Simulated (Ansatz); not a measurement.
**CH₅NS₂: one species, many methods**

One table from this session's results is given with a row withheld; the runs are named, their logs left out.

Program: Ansatz 0.2.0, Gaussian basis. Level of theory: functionals in def2-TZVPP, the program's frozen cores in correlated methods. These are calculated values, not measurements.

Levels to be run: LDA (SPW92), PBE-D4, revPBE-D4, BLYP-D4, r2SCAN-D4, B97M-V, PBE0-D4, B3LYP-D4, r2SCANh-D4, r2SCAN0-D4, HSE06-D4, BHLYP-D4, CAM-B3LYP-D4, LC-ωPBE, ωB97X-V, ωB97M-V, B2PLYP, PBE-QIDH; CCSD(T)/def2-SVP; CCSD(T)/def2-TZVPP; MP2/def2-QZVPP; extrapolation to the limit; RPA on PBE.

### The geometry

An earlier PBE0-D4 in a triple-zeta def2 set relaxation fixed the geometry.

SMILES `NCSS`, 9 atoms, charge 0, spin multiplicity 1.

Atoms are counted from 1 here; the program's logs count them from 0.

Bond lengths: N1–C2 1.422 Å, N1–H5 1.012 Å, N1–H6 1.013 Å, C2–S3 1.849 Å, C2–H7 1.091 Å, C2–H8 1.094 Å, S3–S4 2.038 Å, S4–H9 1.349 Å. Angles: C2–N1–H5 111.5°, C2–N1–H6 110.7°, H5–N1–H6 108.0°, N1–C2–S3 117.5°, N1–C2–H7 109.9°, N1–C2–H8 110.7°, S3–C2–H7 107.1°, S3–C2–H8 102.8°, H7–C2–H8 108.2°, C2–S3–S4 101.7°, S3–S4–H9 99.4°.

Set-up of the first run:

in.yaml

```yaml
crystal:
  periodic: [false, false, false]
  atoms:
    - {symbol: N, position_ang: [-0.779659, 1.179519, -0.123613]}
    - {symbol: C, position_ang: [0.294540, 0.439197, -0.688525]}
    - {symbol: S, position_ang: [0.185048, -1.405901, -0.629815]}
    - {symbol: S, position_ang: [-0.006414, -1.743683, 1.370371]}
    - {symbol: H, position_ang: [-1.663418, 0.937565, -0.553722]}
    - {symbol: H, position_ang: [-0.855403, 0.997945, 0.870265]}
    - {symbol: H, position_ang: [1.232858, 0.720794, -0.209089]}
    - {symbol: H, position_ang: [0.383252, 0.642057, -1.759769]}
    - {symbol: H, position_ang: [1.297697, -1.813892, 1.706698]}
basis:
  gaussian: {orbitals: def2-TZVPP}
hamiltonian: {xc: lda}
output: {orbitals: {seedname: orbitals}}
```

Started as:

```
$ ansatz run in.yaml --threads 2 --pin off --events-out ev --progress --plain --max-ram 4352MiB
```

Among the steps run: LDA; PBE-D4 (GGA); revPBE-D4 (GGA); BLYP-D4 (GGA); r2SCAN-D4 (meta-GGA); B97M-V (meta-GGA); PBE0-D4 (hybrid); B3LYP-D4 (hybrid); r2SCANh-D4 (hybrid); r2SCAN0-D4 (hybrid); HSE06-D4 (hybrid); BHLYP-D4 (hybrid); CAM-B3LYP-D4 (range-separated); LC-ωPBE (range-separated); ωB97X-V (range-separated); ωB97M-V (range-separated); B2PLYP (double hybrid); PBE-QIDH (double hybrid).

One table of the session follows, with a row left open; its other results are not shown here.

It belongs to the step «Frontier levels by functional». 

```
  functional  HOMO (eV)  gap (eV)
 LDA (SPW92)          ?         ?
      PBE-D4      -5.53      4.01
   revPBE-D4      -5.48      4.04
     BLYP-D4      -5.40      4.00
   r2SCAN-D4      -5.80      4.50
      B97M-V      -5.90      4.70
     PBE0-D4      -6.81      6.28
    B3LYP-D4      -6.58      5.81
  r2SCANh-D4      -6.27      5.33
  r2SCAN0-D4      -6.98      6.58
    HSE06-D4      -6.41      5.50
    BHLYP-D4      -7.97      8.52
CAM-B3LYP-D4      -8.16      8.76
     LC-ωPBE      -9.53     11.34
     ωB97X-V      -9.17     10.86
     ωB97M-V      -9.02     10.55
```

**Question.** Estimate the row for LDA (SPW92).

**Answer.** HOMO (eV): -5.67; gap (eV): 3.92. In the column «HOMO (eV)» it lies between r2SCAN-D4 (-5.80) and PBE-D4 (-5.53).
